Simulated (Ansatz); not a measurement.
Match the barriers

Saddle point of SiNH5, closed shell (SiH₂ + NH₃ → SiNH₅ ([NH2][SiH3]); bonds formed: Si1–H2; dative contacts that become bonds: Si1–N3; bonds broken: H2–N3), PBE0-D4/def2-TZVP structure:

Si1  (-0.039, -0.173, 1.010)
H2  (0.131, -1.253, -0.187)
N3  (0.139, -0.073, -0.866)
H4  (-1.483, 0.194, 1.133)
H5  (0.699, 0.977, 1.636)
H6  (1.079, -0.041, -1.234)
H7  (-0.525, 0.369, -1.492)
(Å)

Ansatz 0.2.0; basis: def2-TZVPP, with def2-QZVPP for the basis limit; cores frozen in the correlated methods. Extrapolation: Hartree–Fock as exp(−7.88 √X), correlation as X^−2.97. Four methods, as single points on the PBE0-D4 structures, gave these electronic barriers from the start structure: 120.3, 150.9, 156.9, 212.9 kJ/mol.

Q: The methods were, in alphabetical order, HF, MP2, PBE0-D4, SPW92. Which gave which? (A judgement: the text doesn't fix the answer.)

A: Computed: SPW92 120.3; PBE0-D4 150.9; MP2 156.9; HF 212.9 kJ/mol. For comparison, CCSD(T) at an estimated basis limit (MP2 extrapolated from triple and quadruple zeta, plus CCSD(T) − MP2 in triple zeta) gives 159.9 kJ/mol.

No T1 diagnostic of these runs exceeds 0.014. The restricted Hartree–Fock reference is unstable towards an unrestricted one at one or more of these structures.

Losses and insertions of silylenes and their heavier kin drive the gas-phase chemistry of silicon and germanium vapour deposition.

Labels in which every atom is bracketed show which atoms are joined, not bond orders.

For scale, one of the runs: CCSD(T)/def2-TZVPP, 143 basis functions, launched by `ansatz run in.yaml --threads 2 --pin off --events-out ev --progress --plain --max-ram 4352MiB`. Time: 7 s of wall clock on 2 CPU threads of an Arm Neoverse V2; the host was shared. Peak host memory: 0.79 GiB.
